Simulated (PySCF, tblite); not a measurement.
**C3HClNO radical: geometry, infrared bands and EPR parameters**

Aim: predict the infrared bands and EPR parameters of C3HClNO radical (`Clc1[c]ocn1`).

Programs: tblite 0.8.0 and PySCF 2.14.0, with density-fitted response routines of our own. Each step states its level of theory. These are calculated values for one molecule in the gas phase, unless marked as measured. Atoms count from 0, in the outputs and in this text.

**1. The molecule as given**

7 atoms, charge 0, multiplicity 2; geometry from: force field or distance geometry start.

Bonds of the start (Å): Cl0–C1 1.78, C1–C2 1.37, C2–O3 1.32, O3–C4 1.31, C4–N5 1.35, N5–C1 1.35, C4–H6 1.09.

**2. Geometry optimisation with GFN2-xTB**

Job settings and geometry (Å):

```
{"job": {"kind": "relax", "xc": "GFN2-xTB", "basis": "xTB"}, "charge": 0, "multiplicity": 2}
Cl     2.730200    -0.449700     0.410000
C      0.991600    -0.066500     0.281000
C      0.397800     1.107900     0.651800
O     -0.896200     1.032500     0.410900
C     -1.134900    -0.167400    -0.063100
N      0.007100    -0.871100    -0.166800
H     -2.092400    -0.580700    -0.380100
```

Started as:

```
$ OMP_NUM_THREADS=1 python probes_run.py task.json out
```

This one command runs all jobs of the session in turn.

**Question.** This job is followed by: GFN2-xTB harmonic vibrations, gas phase; UKS B3LYP, pcH-1 on C Cl H N O, non-relativistic, mean-field spin-orbit, GIAO. Predict these results of the whole session: strongest single infrared mode (GFN2-xTB); zero-point energy (GFN2-xTB); g(iso) (B3LYP); ⟨S²⟩; largest a(iso); potential on the surface of density 0.002 e/bohr³, 1st and 99th percentile.

As calculated:

```
                                                                  quantity                 value
                                 strongest single infrared mode (GFN2-xTB)  1248 cm⁻¹, 70 km/mol
                                              zero-point energy (GFN2-xTB)         22.1 kcal/mol
                                                            g(iso) (B3LYP)               2.00186
                                                                      ⟨S²⟩    0.761 (exact 0.75)
                                                            largest a(iso)  13C on C2, 674.6 MHz
potential on the surface of density 0.002 e/bohr³, 1st and 99th percentile    -1.38 V and 1.77 V
```

The optimisation took 14 steps and gained 0.205 eV; among the close pairs (by a distance rule), Cl0–C1 changed most, from 1.785 to 1.680 Å. No mode is imaginary among the 15: a minimum at this level. The strongest single mode, at 1248 cm⁻¹, is spread over several atoms, N5, C4, C1, H6 among them. Unscaled tight-binding wavenumbers are off by several per cent, some by more. Its intensities can rank the bands wrongly. Most of the unpaired spin sits on C2 (0.99 e). The isotropic g lies 0.5 ppt below the free-electron value. The conformer search found further structures of the same energy, which may be mirror or relabelled copies of this one.
